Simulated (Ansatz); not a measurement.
Relative stability

Two relaxed structures of C₂H₂S, closed shell (PBE0-D4/def2-TZVP; forces vanish, vibrations not checked).

A:

```tsv
atom	x (Å)	y (Å)	z (Å)
C1	-0.5957	-0.4514	-0.0515
C2	0.3570	0.4165	0.1244
S3	1.2441	-1.1128	0.3122
H4	1.2017	-1.2905	1.6543
H5	0.7144	1.4308	0.1595
```

B:

C1  (-0.449, -0.371, -0.205)
C2  (0.401, 0.790, 0.171)
S3  (0.939, -0.864, 0.623)
H4  (0.063, 1.435, 0.979)
H5  (0.962, 1.293, -0.612)
(Å)

Computed with Ansatz 0.2.0 (basis: def2-TZVPP); correlated methods freeze the cores. B3LYP uses VWN-RPA correlation.

Q: Which structure is lower at CCSD(T), and by how much? (To be estimated.)

A: By the calculation: B, by 40.7 kJ/mol (electronic energy, against the other). By their contacts, A is C₂H₂S ([C]1[CH][SH]1) and B is C₂H₂S ([C]1[CH2][S]1).

All methods give the same order:

| method | E(B) − E(A) (kJ/mol) |
| --- | --- |
| PBE-D4 | -40.3 |
| r2SCAN-D4 | -39.5 |
| PBE0-D4 | -39.1 |
| B3LYP-D4 | -33.3 |
| wB97M-V | -32.1 |
| HF | -30.3 |
| MP2 | -36.0 |
| CCSD | -38.7 |
| CCSD(T) | -40.7 |

T1 diagnostic: at most 0.026. The T1 diagnostic is large here, which may signal multireference character or strong orbital relaxation, so CCSD(T) is less sure. The restricted Hartree–Fock reference is unstable towards an unrestricted one at one or more of these structures.

Labels in which every atom is bracketed show which atoms are joined, not bond orders.

For scale, one of the runs: CCSD(T)/def2-TZVPP, 132 basis functions, launched by `ansatz run in.yaml --threads 2 --pin off --events-out ev --progress --plain --max-ram 4352MiB`. Hardware: 2 CPU threads of an Arm Neoverse V2, shared host. Wall time 6.5 s; peak host memory 0.64 GiB.
